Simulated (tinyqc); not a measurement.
Inside a calculation (part 3 of 3). Method: UHF in the sto-3g basis, for CH+, spin multiplicity 1. This run ends on a higher stationary point, not on the lowest solution. Computed by tinyqc, a small Python program that keeps every step (integrals from PySCF). Command: `OMP_NUM_THREADS=1 python tinyqc.py 27070 27071 out.jsonl` (the two numbers bound the seeds that draw the settings). One thread of a shared host (Intel(R) Xeon(R) Processor @ 2.60GHz), about 0.3 s of CPU time with the checks.

Geometry (angstrom):
```
atom         x         y         z
C     0.000000  0.000000  0.000000
H     0.000000  0.000000  1.993000
```

## Populations, bond orders and dipole

D(alpha) after iteration 12, lower triangle:
```
            1C 1s      1C 2s     1C 2px     1C 2py    1C 2pz     2H 1s
1C 1s    1.062407
1C 2s   -0.251642   1.015504
1C 2px   0.040209  -0.157349   0.190219
1C 2py  -0.000360   0.001410  -0.001704   0.000015
1C 2pz   0.009571  -0.045119   0.297767  -0.002668  0.511858
2H 1s   -0.021847   0.067366   0.179256  -0.001606  0.329636  0.221494
```

D(beta) after iteration 12, lower triangle:
```
            1C 1s      1C 2s     1C 2px    1C 2py    1C 2pz     2H 1s
1C 1s    1.062407
1C 2s   -0.251642   1.015504
1C 2px  -0.040209   0.157349   0.190219
1C 2py   0.000360  -0.001410  -0.001704  0.000015
1C 2pz   0.009571  -0.045119  -0.297767  0.002668  0.511858
2H 1s   -0.021847   0.067366  -0.179256  0.001606  0.329636  0.221494
```

overlap S, lower triangle:
```
           1C 1s     1C 2s    1C 2px    1C 2py    1C 2pz     2H 1s
1C 1s   1.000000
1C 2s   0.248362  1.000000
1C 2px  0.000000  0.000000  1.000000
1C 2py  0.000000  0.000000  0.000000  1.000000
1C 2pz  0.000000  0.000000  0.000000  0.000000  1.000000
2H 1s   0.008089  0.130001  0.000000  0.000000  0.161296  1.000000
```

Mulliken: Z minus the diagonal of D S on the atom; Loewdin: the same with S^(1/2) D S^(1/2); Mayer order: 2 sum_s sum (D(s) S)_ij (D(s) S)_ji over the two atoms.

Charges (e):
```
atom  Mulliken   Loewdin  Mulliken spin
1C    0.566487  0.576621              0
2H    0.433513  0.423379              0
```

Mayer bond orders:
```
pair     order
2-1   0.812066
```

dipole moment about the origin, x y z (debye): 0.000000  0.000000  4.268101

<S^2> of the determinant (pure state: 0) = 0.616181
